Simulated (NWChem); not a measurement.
A series in which one site is exchanged, each optimised at PBE0/def2-SVP with NWChem, gas phase unless a solvent is named. Some are not confirmed as minima by frequencies. def2 effective core potentials on Cd, Te; no spin-orbit coupling.

A: [MgH2] (MgH2; site = Mg)
B: [TeH2] (H2Te; site = Te)
C: [CdH2] (CdH2; site = Cd)
D: S (H2S; site = S)

```tsv
quantity	A	B	C	D
vertical ionisation energy, ΔSCF, PBE/def2-SVP (eV)	(withheld)	8.91	10.12	10.26
static polarisability, B3LYP/def2-SVPD (bohr³)	(withheld)	44.5	34.8	24.9
lowest singlet excitation, B3LYP/def2-SVPD, TDA (eV)	(withheld)	4.12	5.59	5.98
```

### Question
What belongs in the gaps?

### Answer

- vertical ionisation energy, ΔSCF, PBE/def2-SVP (eV), A: 9.43
- static polarisability, B3LYP/def2-SVPD (bohr³), A: 33.9
- lowest singlet excitation, B3LYP/def2-SVPD, TDA (eV), A: 5.16
